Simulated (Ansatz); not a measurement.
# HNOSi: the cost of one run

Computed with Ansatz 0.2.0, Gaussian basis. Level: def2-TZVPP, core rule «outside noble gas», up to 7 orbitals frozen.

To be run: UHF; ROHF; CCSD(T) on UHF.

2 further runs of the same task are left out: 2 set aside as unsound or not needed.

### Step 1. What is computed

The geometry is a PBE0/def2-TZVP stationary point (not a proven minimum) of the parent state, kept for this charge and spin.

4 atoms, charge 1, spin multiplicity 2.

Atoms are counted from 1 here; the program's logs count them from 0.

Bond lengths: O1–N2 1.272 Å, N2–Si3 1.774 Å, N2–H4 1.026 Å. Angles: O1–N2–Si3 124.5°, O1–N2–H4 113.3°, Si3–N2–H4 122.2°.

### Step 2. UHF

Input file in.yaml:

```yaml
crystal:
  periodic: [false, false, false]
  atoms:
    - {symbol: O, position_ang: [0.000000, -0.337465, 1.530169]}
    - {symbol: N, position_ang: [0.000000, 0.447419, 0.529033]}
    - {symbol: Si, position_ang: [0.000000, -0.082561, -1.163926]}
    - {symbol: H, position_ang: [0.000000, 1.439714, 0.791361]}
basis:
  gaussian: {orbitals: def2-TZVPP}
total_charge: 1
magnetization: {spin_polarized: true, initial_magnetization: 1}
hamiltonian: {xc: hf}
output: {orbitals: {seedname: orbitals}}
```

Started as:

```console
> ansatz run in.yaml --threads 1 --pin off --events-out ev --progress --plain --max-ram 4096MiB --backend cpu
```

Q: Estimate wall time and peak memory on 1 thread of AMD EPYC 7R13, shared host.

About 15 s, with a peak of 0.26 GiB.
